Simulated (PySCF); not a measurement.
# Stationary points of N(OH)2

These are results of PBE0 in PySCF with N def2-TZVP, O def2-TZVP, H def2-TZVP; no relativity; density-fitted integrals, not measurements.

Relaxations began from a few typed shapes; open shells are unrestricted. The search is not exhaustive: other isomers or separated fragments can lie lower, and high-lying points may rest on an excited occupation.

Question: Which is the lowest minimum found?
A. doublet Cs: N–O 1.343 Å, N–O 1.375 Å, O–H 0.964 Å, O–H 0.971 Å; H–O–N 104.0°, H–O–N 107.5°, O–N–O 104.9°
B. doublet C2: N–O 1.362 Å (×2), O–H 0.972 Å (×2); H–O–N 107.5° (×2), O–N–O 108.1°
C. broken-symmetry Ms = 1/2 (⟨S²⟩ 1.66) C2h: N–O 1.562 Å (×2), O–H 0.970 Å (×2); H–O–N 99.7° (×2), O–N–O 180.0°

Answer: A. The others lie at 25.4 (doublet C2), 442.8 (broken-symmetry Ms = 1/2 C2h, a saddle point) kJ/mol above it.

The electron or spin density has lower symmetry than the nuclear frame for the broken-symmetry Ms = 1/2 (⟨S²⟩ 1.66) C2h at 442.8 kJ/mol.
